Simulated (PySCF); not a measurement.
Species: C₅H₅N.
Bonds: C1–C2 (triple), C2–C3, C3–C4 (double), C3–N5, N5–C6 (double). Hydrogens: H7 on C1; H8, H9 on C4; H10, H11 on C6.

The same species was optimised twice, with GFN2-xTB and with PBE0-D3(BJ)/def2-SVP (PySCF), and the same property calculations (PySCF, gas phase) were run on both structures.

```tsv
coordinate	GFN2-xTB	PBE0-D3(BJ)/def2-SVP	change
C1≡C2 (Å)	1.201	1.214	+0.013
C2–C3 (Å)	1.426	1.438	+0.012
C3–N5 (Å)	1.395	1.406	+0.011
N5=C6 (Å)	1.258	1.269	+0.011
C3=C4 (Å)	1.338	1.347	+0.009
C1–C2–C3 (°)	176.0	177.9	+1.9
C3–N5–C6 (°)	122.1	120.4	-1.7
C2–C3–N5 (°)	120.7	120.6	-0.1
C2–C3–C4 (°)	121.4	121.4	0.0
C4–C3–N5 (°)	118.0	118.0	0.0
C2–C3–N5–C6 (°)	4	0	-4
```

Rotational constants: A = 5053, B = 3765, C = 2158 MHz (GFN2-xTB) against A = 5007, B = 3712, C = 2132 MHz (PBE0-D3(BJ)/def2-SVP).

On the GFN2-xTB structure: lowest singlet, TDDFT (eV) 4.45 [wB97X-D/def2-SVPD]; lowest triplet, Tamm–Dancoff (eV) 3.18 [wB97X-D/def2-SVPD]; isotropic polarisability (au) 69.4 [wB97X-D/def2-SVPD]; HOMO (eV) -8.90 [wB97X-D/def2-SVPD]; LUMO (eV) 0.21 [wB97X-D/def2-SVPD]; dipole (D) 1.29 [wB97X-D/def2-SVPD].

Q: What do these properties become on the PBE0-D3(BJ)/def2-SVP structure?

A: 
```json
{"property": "lowest singlet, TDDFT (eV)", "level": "wB97X-D/def2-SVPD", "on GFN2-xTB": "4.45", "on PBE0-D3(BJ)/def2-SVP": "4.52", "change": "+0.07"}
{"property": "lowest triplet, Tamm–Dancoff (eV)", "level": "wB97X-D/def2-SVPD", "on GFN2-xTB": "3.18", "on PBE0-D3(BJ)/def2-SVP": "3.13", "change": "-0.05"}
{"property": "isotropic polarisability (au)", "level": "wB97X-D/def2-SVPD", "on GFN2-xTB": "69.4", "on PBE0-D3(BJ)/def2-SVP": "70.7", "change": "+1.3"}
{"property": "HOMO (eV)", "level": "wB97X-D/def2-SVPD", "on GFN2-xTB": "-8.90", "on PBE0-D3(BJ)/def2-SVP": "-8.89", "change": "+0.01"}
{"property": "LUMO (eV)", "level": "wB97X-D/def2-SVPD", "on GFN2-xTB": "0.21", "on PBE0-D3(BJ)/def2-SVP": "0.18", "change": "-0.03"}
{"property": "dipole (D)", "level": "wB97X-D/def2-SVPD", "on GFN2-xTB": "1.29", "on PBE0-D3(BJ)/def2-SVP": "1.37", "change": "+0.08"}
{"property": "energy, GFN2-xTB geometry as zero (kcal/mol)", "level": "wB97X-D/def2-SVPD", "on GFN2-xTB": "0.0", "on PBE0-D3(BJ)/def2-SVP": "-1.1", "change": "-1.1"}
```

The heavy atoms differ by 0.023 Å rms after alignment. Among bonds between heavy atoms C1≡C2 and C2–C3 change most and about equally (+0.012 to +0.013 Å). Changes are differences of the printed values. Neither structure is proved a minimum here.

The values belong to the conformer `[CH:1]#[C:2][C:3](=[CH2:4])[N:5]=[CH2:6]`: C2–C3–N5–C6 0°.

The pairwise dispersion term of wB97X-D wasn't added to the energies; at a given geometry it leaves orbitals and properties as they are.
